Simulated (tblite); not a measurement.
Species: C4H7P.
Cartesian coordinates in Å at the GFN2-xTB level; atoms count from 1:
```xyz
12
C4H7P angstrom
C      2.4194    0.4844    0.6069
P      0.9237    1.1974    0.4738
C     -0.1111   -0.2347   -0.0279
C     -1.5348   -0.2966    0.4619
C     -1.2620    0.0039   -0.9703
H      2.6079   -0.5595    0.4152
H      3.2693    1.0779    0.8972
H      0.4190   -1.1765   -0.1243
H     -1.8910    0.5072    1.0898
H     -1.9357   -1.2641    0.7248
H     -1.4309    1.0128   -1.3177
H     -1.4725   -0.7528   -1.7114
```

Computed with GFN2-xTB (tblite): harmonic, unscaled wavenumbers at the GFN2-xTB geometry, gas phase. Errors from tens to a few hundred cm⁻¹ against measured bands are possible. One conformer, not necessarily the lowest.

Harmonic wavenumbers (cm⁻¹): 48.5, 216.1, 243.2, 329.0, 589.2, 660.7, 750.5, 803.1, 836.0, 863.2, 939.7, 989.4, 1037.4, 1066.0, 1066.8, 1083.1, 1100.8, 1151.4, 1219.7, 1321.7, 1399.8, 1435.4, 1478.6, 3004.5, 3067.6, 3078.7, 3080.3, 3083.1, 3099.4, 3115.9.

A = 11313, B = 2368, C = 2310 MHz; mass 86.029 u (most abundant isotopes); point group Cs, symmetry number 1.

**Question.** What is the zero-point energy?

**Answer.** Half the sum of the wavenumbers: 21079 cm⁻¹ = 252.17 kJ/mol.

**Question.** Entropy at 200 K, 1 bar (ideal gas, RRHO, classical rotation)?

**Answer.** Translation 156.11, rotation 104.03, vibration 32.13: S = 292.3 J/(mol K).

**Question.** And Cp and H(200 K) − H(0)?

**Answer.** Cp = 69.63 J/(mol K), of which vibrations give 36.37 (their classical limit is 30 R = 249.4); H(200 K) − H(0) = 10.10 kJ/mol without the zero-point energy, 3.45 from vibrations.

**Question.** How do the functions run with temperature in this model?

**Answer.** 
```json
{"T (K)": "100", "S (J/(mol K))": "251.8", "Cp (J/(mol K))": "50.3", "H − H(0) (kJ/mol)": "4.15", "G − H(0) (kJ/mol)": "-21.03", "ln q(vib)": "0.77"}
{"T (K)": "300", "S (J/(mol K))": "325.3", "Cp (J/(mol K))": "96.1", "H − H(0) (kJ/mol)": "18.35", "G − H(0) (kJ/mol)": "-79.26", "ln q(vib)": "2.86"}
{"T (K)": "500", "S (J/(mol K))": "386.8", "Cp (J/(mol K))": "145.9", "H − H(0) (kJ/mol)": "42.82", "G − H(0) (kJ/mol)": "-150.56", "ln q(vib)": "5.26"}
{"T (K)": "800", "S (J/(mol K))": "466.2", "Cp (J/(mol K))": "191.4", "H − H(0) (kJ/mol)": "94.08", "G − H(0) (kJ/mol)": "-278.91", "ln q(vib)": "9.10"}
{"T (K)": "1000", "S (J/(mol K))": "511.2", "Cp (J/(mol K))": "210.9", "H − H(0) (kJ/mol)": "134.41", "G − H(0) (kJ/mol)": "-376.74", "ln q(vib)": "11.59"}
```

q(vib) and H(0) count from the zero-point level.

**Question.** Which modes carry the vibrational entropy at 200 K?

**Answer.** 48.5 cm⁻¹: 17.11; 216.1 cm⁻¹: 5.44; 243.2 cm⁻¹: 4.65; 329.0 cm⁻¹: 2.86; 589.2 cm⁻¹: 0.64; 660.7 cm⁻¹: 0.42 J/(mol K); the other 24 give 1.02 together.

**Question.** What must be added to the electronic energy to get the Gibbs energy at 200 K and 1 bar?

**Answer.** ZPE + [H(200 K) − H(0)] − T·S = 252.17 + 10.10 − 58.45 = 203.82 kJ/mol.

Hindered rotation and anharmonicity are outside this model. Other conformers, if any are populated, would add a mixing term that is left out.
